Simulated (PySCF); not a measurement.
**Working out the electron affinity of P**

P⁻ [Ne] 3s2 3p4 (3P) → P [Ne] 3s2 3p3 (4S). All numbers are calculated (PySCF 2.14, no relativity, point nucleus, in aug-cc-pV(T+d)Z). Frozen: [Ne]. Energies in hartree (1 hartree = 27.21139 eV):

| part | P⁻ (lower) | P (upper) |
| --- | --- | --- |
| UHF | -340.704674 | -340.716492 |
| MP2 opposite-spin | -0.086570 | -0.061279 |
| MP2 same-spin | -0.026853 | -0.023156 |

**Question.** What does Hartree-Fock give?

**Answer.** (-340.716492) − (-340.704674) = -0.011818 hartree = -0.322 eV.

**Question.** What do MP2 and SCS-MP2 (6/5 opposite-spin, 1/3 same-spin) give?

**Answer.** The opposite-spin parts differ by 0.688 eV and the same-spin parts by 0.101 eV. MP2: -0.322 + (0.688) + (0.101) = 0.467 eV. SCS-MP2: -0.322 + 1.2 × (0.688) + (0.101)/3 = 0.537 eV.

A first-order spin-orbit estimate adds 0.012 eV to MP2 (valence), giving 0.479 eV against 0.747 eV (measured; photodetachment measurements, as compiled on the Wikipedia data page of electron affinities).

What remains against the reference includes basis incompleteness, the frozen core and correlation beyond second order.
